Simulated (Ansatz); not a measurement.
hcp Sc, treated with r²SCAN (PAW; Ansatz, an electronic-structure program).

Numerical settings: plane-wave cutoff 600 eV, 24×24×12 k mesh (along the axes of the cell as run), Fermi–Dirac smearing 0.023 eV (set by the program), scalar-relativistic PAW data made under PBE.

Computed at the level's own relaxed cell.

```xyz
2
Lattice="3.3292 0.0000 0.0000 -1.6646 2.8831 0.0000 0.0000 0.0000 5.1916" Properties=species:S:1:pos:R:3 pbc="T T T"
Sc     1.6646     0.9610     3.8937
Sc     0.0000     1.9221     1.2979
```

Question: Give the elastic tensor (Voigt notation, GPa, ions relaxed, in the Cartesian axes of the cell as printed).

Answer: 
```
   99.6    42.9    29.3     0.0     0.0     0.0
   42.9    99.6    29.3     0.0     0.0     0.0
   29.3    29.3    94.3     0.0     0.0     0.0
    0.0     0.0     0.0    23.6     0.0     0.0
    0.0     0.0     0.0     0.0    23.6     0.0
    0.0     0.0     0.0     0.0     0.0    28.4
```

Measured, for comparison: elastic constant C11 99 GPa, elastic constant C44 28 GPa, elastic constant C33 107 GPa, elastic constant C13 29 GPa (temperature not stated, not corrected to a static lattice; as tabulated in Mehl and Papaconstantopoulos (1996), arXiv:mtrl-th/9602003). Computed (rounded) less measured: elastic constant C11 +0.6 %, elastic constant C44 -16 %, elastic constant C33 -12 %, elastic constant C13 +1 %.

Static lattice: no zero-point or thermal effects.
